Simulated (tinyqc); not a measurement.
Inside a calculation (part 2 of 2). Method: UKS/exchange-only LDA in the sto-6g basis, for LiH, spin multiplicity 3. Computed by tinyqc, a small Python program that keeps every step (integrals from PySCF). Command: `OMP_NUM_THREADS=1 python tinyqc.py 29290 29291 out.jsonl` (the two numbers bound the seeds that draw the settings). One thread of a shared host (Intel(R) Xeon(R) Processor @ 2.60GHz), about 0.9 s of CPU time with the checks.

Geometry (angstrom):
```
atom,x,y,z
Li,0.000000,0.000000,0.000000
H,0.000000,0.000000,1.953000
```

## Iteration 2: diagonalisation and new density

extrapolated F(alpha) (hartree):
```
,1Li 1s,1Li 2s,1Li 2px,1Li 2py,1Li 2pz,2H 1s
1Li 1s,-1.666066,-0.479047,0.000000,0.000000,-0.004309,-0.067764
1Li 2s,-0.479047,-0.207677,0.000000,0.000000,-0.046442,-0.150092
1Li 2px,0.000000,0.000000,0.023405,-0.000750,0.000000,0.000000
1Li 2py,0.000000,0.000000,-0.000750,0.022229,0.000000,0.000000
1Li 2pz,-0.004309,-0.046442,0.000000,0.000000,-0.028052,-0.181935
2H 1s,-0.067764,-0.150092,0.000000,0.000000,-0.181935,-0.253910
```

extrapolated F(beta) (hartree):
```
,1Li 1s,1Li 2s,1Li 2px,1Li 2py,1Li 2pz,2H 1s
1Li 1s,-1.647045,-0.467198,0.000000,0.000000,-0.005630,-0.065672
1Li 2s,-0.467198,-0.077658,0.000000,0.000000,-0.042622,-0.071528
1Li 2px,0.000000,0.000000,0.141466,0.001199,0.000000,0.000000
1Li 2py,0.000000,0.000000,0.001199,0.143316,0.000000,0.000000
1Li 2pz,-0.005630,-0.042622,0.000000,0.000000,0.122853,-0.061254
2H 1s,-0.065672,-0.071528,0.000000,0.000000,-0.061254,0.157921
```

X:
```
,1Li 1s,1Li 2s,1Li 2px,1Li 2py,1Li 2pz,2H 1s
1Li 1s,1.022314,-0.127101,0.000000,0.000000,-0.006661,0.016387
1Li 2s,-0.127101,1.070440,0.000000,0.000000,0.065849,-0.195943
1Li 2px,0.000000,0.000000,1.000000,0.000000,0.000000,0.000000
1Li 2py,0.000000,0.000000,0.000000,1.000000,0.000000,0.000000
1Li 2pz,-0.006661,0.065849,0.000000,0.000000,1.089020,-0.265834
2H 1s,0.016387,-0.195943,0.000000,0.000000,-0.265834,1.136165
```

Diagonalise F' = X^T F X, C = X C', fill 3 alpha and 1 beta electrons from the bottom; D(s) = C_occ C_occ^T. Each column has its largest component positive (the first on a tie).

F' = X^T F X (alpha) (hartree):
```
,1,2,3,4,5,6
1,-1.621807,-0.279068,0.000000,0.000000,-0.006990,0.004238
2,-0.279068,-0.086590,0.000000,0.000000,0.006672,-0.104012
3,0.000000,0.000000,0.023405,-0.000750,0.000000,0.000000
4,0.000000,0.000000,-0.000750,0.022229,0.000000,0.000000
5,-0.006990,0.006672,0.000000,0.000000,0.051990,-0.159038
6,0.004238,-0.104012,0.000000,0.000000,-0.159038,-0.165688
```

orbital energies (alpha) (hartree): MO1 -1.671120, MO2 -0.281785, MO3 -0.022668, MO4 0.021864, MO5 0.023770, MO6 0.153478

coefficients C (alpha):
```
,MO1,MO2,MO3,MO4,MO5,MO6
1Li 1s,0.984664,-0.103431,-0.265397,0.000000,0.000000,-0.104391
1Li 2s,0.059524,0.231628,0.958100,0.000000,0.000000,0.479142
1Li 2px,0.000000,0.000000,0.000000,0.437575,0.899182,0.000000
1Li 2py,0.000000,0.000000,0.000000,0.899182,-0.437575,0.000000
1Li 2pz,0.006915,0.228938,-0.369840,0.000000,0.000000,1.035263
2H 1s,-0.008068,0.792683,-0.240266,0.000000,0.000000,-0.845022
```

F' = X^T F X (beta) (hartree):
```
,1,2,3,4,5,6
1,-1.603048,-0.284410,0.000000,0.000000,-0.007752,0.003218
2,-0.284410,0.040534,0.000000,0.000000,0.001436,-0.112755
3,0.000000,0.000000,0.141466,0.001199,0.000000,0.000000
4,0.000000,0.000000,0.001199,0.143316,0.000000,0.000000
5,-0.007752,0.001436,0.000000,0.000000,0.188566,-0.161878
6,0.003218,-0.112755,0.000000,0.000000,-0.161878,0.274127
```

orbital energies (beta) (hartree): MO1 -1.651039, MO2 -0.000027, MO3 0.127293, MO4 0.140877, MO5 0.143905, MO6 0.423952

coefficients C (beta):
```
,MO1,MO2,MO3,MO4,MO5,MO6
1Li 1s,0.986986,-0.204112,-0.193295,0.000000,0.000000,0.091799
1Li 2s,0.051388,0.662319,0.729864,0.000000,0.000000,-0.480332
1Li 2px,0.000000,0.000000,0.000000,0.897375,0.441269,0.000000
1Li 2py,0.000000,0.000000,0.000000,-0.441269,0.897375,0.000000
1Li 2pz,0.007325,0.406005,-0.644551,0.000000,0.000000,-0.825029
2H 1s,-0.008052,0.372459,-0.233694,0.000000,0.000000,1.098544
```

D(alpha) after iteration 2:
```
,1Li 1s,1Li 2s,1Li 2px,1Li 2py,1Li 2pz,2H 1s
1Li 1s,1.050697,-0.219624,0.000000,0.000000,0.081284,-0.026166
1Li 2s,-0.219624,0.975151,0.000000,0.000000,-0.300904,-0.047071
1Li 2px,0.000000,0.000000,0.000000,0.000000,0.000000,0.000000
1Li 2py,0.000000,0.000000,0.000000,0.000000,0.000000,0.000000
1Li 2pz,0.081284,-0.300904,0.000000,0.000000,0.189242,0.270280
2H 1s,-0.026166,-0.047071,0.000000,0.000000,0.270280,0.686139
```

D(beta) after iteration 2:
```
,1Li 1s,1Li 2s,1Li 2px,1Li 2py,1Li 2pz,2H 1s
1Li 1s,0.974142,0.050719,0.000000,0.000000,0.007230,-0.007948
1Li 2s,0.050719,0.002641,0.000000,0.000000,0.000376,-0.000414
1Li 2px,0.000000,0.000000,0.000000,0.000000,0.000000,0.000000
1Li 2py,0.000000,0.000000,0.000000,0.000000,0.000000,0.000000
1Li 2pz,0.007230,0.000376,0.000000,0.000000,0.000054,-0.000059
2H 1s,-0.007948,-0.000414,0.000000,0.000000,-0.000059,0.000065
```

## Iteration 6 (converged): orbitals

converged F(alpha) (hartree):
```
,1Li 1s,1Li 2s,1Li 2px,1Li 2py,1Li 2pz,2H 1s
1Li 1s,-1.666766,-0.478961,0.000000,0.000000,-0.005305,-0.067897
1Li 2s,-0.478961,-0.208013,0.000000,0.000000,-0.050920,-0.153854
1Li 2px,0.000000,0.000000,0.023611,0.000000,0.000000,0.000000
1Li 2py,0.000000,0.000000,0.000000,0.023611,0.000000,0.000000
1Li 2pz,-0.005305,-0.050920,0.000000,0.000000,-0.030648,-0.188002
2H 1s,-0.067897,-0.153854,0.000000,0.000000,-0.188002,-0.271639
```

converged F(beta) (hartree):
```
,1Li 1s,1Li 2s,1Li 2px,1Li 2py,1Li 2pz,2H 1s
1Li 1s,-1.647375,-0.467137,0.000000,0.000000,-0.007642,-0.065881
1Li 2s,-0.467137,-0.077775,0.000000,0.000000,-0.054367,-0.076468
1Li 2px,0.000000,0.000000,0.141166,0.000000,0.000000,0.000000
1Li 2py,0.000000,0.000000,0.000000,0.141166,0.000000,0.000000
1Li 2pz,-0.007642,-0.054367,0.000000,0.000000,0.124952,-0.068930
2H 1s,-0.065881,-0.076468,0.000000,0.000000,-0.068930,0.135021
```

As before.

F' = X^T F X (alpha) (hartree):
```
,1,2,3,4,5,6
1,-1.622552,-0.278924,0.000000,0.000000,-0.007581,0.004452
2,-0.278924,-0.086588,0.000000,0.000000,0.002951,-0.104116
3,0.000000,0.000000,0.023611,0.000000,0.000000,0.000000
4,0.000000,0.000000,0.000000,0.023611,0.000000,0.000000
5,-0.007581,0.002951,0.000000,0.000000,0.050673,-0.160324
6,0.004452,-0.104116,0.000000,0.000000,-0.160324,-0.183894
```

orbital energies (alpha) (hartree): MO1 -1.671803, MO2 -0.297164, MO3 -0.020869, MO4 0.023611, MO5 0.023611, MO6 0.147475

coefficients C (alpha):
```
,MO1,MO2,MO3,MO4,MO5,MO6
1Li 1s,0.984701,-0.100110,-0.267766,0.000000,0.000000,-0.101175
1Li 2s,0.059399,0.217413,0.968864,0.000000,0.000000,0.463932
1Li 2px,0.000000,0.000000,0.000000,0.998909,0.046690,0.000000
1Li 2py,0.000000,0.000000,0.000000,-0.046690,0.998909,0.000000
1Li 2pz,0.007683,0.219824,-0.348577,0.000000,0.000000,1.044569
2H 1s,-0.008168,0.804800,-0.248647,0.000000,0.000000,-0.831027
```

F' = X^T F X (beta) (hartree):
```
,1,2,3,4,5,6
1,-1.603395,-0.284352,0.000000,0.000000,-0.008534,0.003488
2,-0.284352,0.040145,0.000000,0.000000,-0.009845,-0.111382
3,0.000000,0.000000,0.141166,0.000000,0.000000,0.000000
4,0.000000,0.000000,0.000000,0.141166,0.000000,0.000000
5,-0.008534,-0.009845,0.000000,0.000000,0.192397,-0.163558
6,0.003488,-0.111382,0.000000,0.000000,-0.163558,0.250331
```

orbital energies (beta) (hartree): MO1 -1.651390, MO2 -0.013880, MO3 0.136539, MO4 0.141166, MO5 0.141166, MO6 0.408209

coefficients C (beta):
```
,MO1,MO2,MO3,MO4,MO5,MO6
1Li 1s,0.986969,-0.197087,-0.202143,0.000000,0.000000,0.088216
1Li 2s,0.051488,0.631485,0.767939,0.000000,0.000000,-0.462139
1Li 2px,0.000000,0.000000,0.000000,-0.703101,0.711090,0.000000
1Li 2py,0.000000,0.000000,0.000000,0.711090,0.703101,0.000000
1Li 2pz,0.008891,0.415465,-0.601206,0.000000,0.000000,-0.852569
2H 1s,-0.008465,0.394903,-0.259921,0.000000,0.000000,1.084722
```

D(alpha) after iteration 6:
```
,1Li 1s,1Li 2s,1Li 2px,1Li 2py,1Li 2pz,2H 1s
1Li 1s,1.051358,-0.222703,0.000000,0.000000,0.078896,-0.022033
1Li 2s,-0.222703,0.989494,0.000000,0.000000,-0.289475,-0.066417
1Li 2px,0.000000,0.000000,0.000000,0.000000,0.000000,0.000000
1Li 2py,0.000000,0.000000,0.000000,0.000000,0.000000,0.000000
1Li 2pz,0.078896,-0.289475,0.000000,0.000000,0.169888,0.263524
2H 1s,-0.022033,-0.066417,0.000000,0.000000,0.263524,0.709596
```

D(beta) after iteration 6:
```
,1Li 1s,1Li 2s,1Li 2px,1Li 2py,1Li 2pz,2H 1s
1Li 1s,0.974107,0.050817,0.000000,0.000000,0.008775,-0.008354
1Li 2s,0.050817,0.002651,0.000000,0.000000,0.000458,-0.000436
1Li 2px,0.000000,0.000000,0.000000,0.000000,0.000000,0.000000
1Li 2py,0.000000,0.000000,0.000000,0.000000,0.000000,0.000000
1Li 2pz,0.008775,0.000458,0.000000,0.000000,0.000079,-0.000075
2H 1s,-0.008354,-0.000436,0.000000,0.000000,-0.000075,0.000072
```

Within a degenerate level the vectors are fixed only up to a rotation; this is one choice.

## Convergence

Stop when the energy changes by less than 1e-09 hartree and every element of the error matrix X^T (F D S - S D F) X (for each spin) is below 9e-06.

Course of the cycle:
```
iteration,E (hartree),change,largest element of the error matrix
1,-7.47545198,-,1.39e-01
2,-7.57151063,-9.61e-02,3.43e-02
3,-7.57443632,-2.93e-03,7.89e-03
4,-7.57460643,-1.70e-04,2.06e-04
5,-7.57460664,-2.17e-07,1.20e-05
6,-7.57460665,-5.53e-10,1.76e-07
```

PySCF UKS in the same basis, fine grid, after a stability check = -7.57461174 hartree

Converged in 6 iterations. The coarse grid moves the energy by +5.10e-06 hartree.

## Populations, bond orders and dipole

overlap S:
```
,1Li 1s,1Li 2s,1Li 2px,1Li 2py,1Li 2pz,2H 1s
1Li 1s,1.000000,0.235742,0.000000,0.000000,0.000000,0.031780
1Li 2s,0.235742,1.000000,0.000000,0.000000,0.000000,0.312333
1Li 2px,0.000000,0.000000,1.000000,0.000000,0.000000,0.000000
1Li 2py,0.000000,0.000000,0.000000,1.000000,0.000000,0.000000
1Li 2pz,0.000000,0.000000,0.000000,0.000000,1.000000,0.431753
2H 1s,0.031780,0.312333,0.000000,0.000000,0.431753,1.000000
```

Mulliken: Z minus the diagonal of D S on the atom; Loewdin: the same with S^(1/2) D S^(1/2); Mayer order: 2 sum_s sum (D(s) S)_ij (D(s) S)_ji over the two atoms.

Charges (e):
```
atom,Mulliken,Loewdin,Mulliken spin
1Li,-0.198434,-0.238826,1.197709
2H,0.198434,0.238826,0.802291
```

Mayer bond orders:
```
pair,order
2-1,0.316953
```

dipole moment about the origin, x y z (debye): 0.000000  0.000000  3.746821

<S^2> of the determinant (pure state: 2) = 2.000000
